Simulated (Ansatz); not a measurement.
Basis-set extrapolation for C₃H₆OS, SMILES `C=C(O)SC` (PBE0-D4/def2-TZVP geometry, frozen core, the Gaussian-basis code of Ansatz). Multiplicity 1, RHF reference.

```
                      def2-TZVPP   def2-QZVPP
                 HF  -589.549351  -589.569610
    MP2 correlation    -0.915492    -0.982905
CCSD(T) correlation    -0.998476      not run
```

Energies in hartree. Use E(X) = E(∞) + A·exp(−7.88·√X) for Hartree–Fock and E(X) = E(∞) + B·X^(−2.97) for correlation, with X = 3 and 4, and add CCSD(T) minus MP2 of the smaller set to the MP2 limit.

Task: What is the CCSD(T) energy at the basis-set limit?

Result: HF limit: -589.569610 + (-0.020259) × 0.13774 = -589.57240. MP2 limit: -0.982905 + (-0.067413) × 0.74074 = -1.03284. Higher-order term: -0.998476 − (-0.915492) = -0.08298. Total: -590.68822 hartree, 3.82 eV below CCSD(T)/def2-TZVPP.
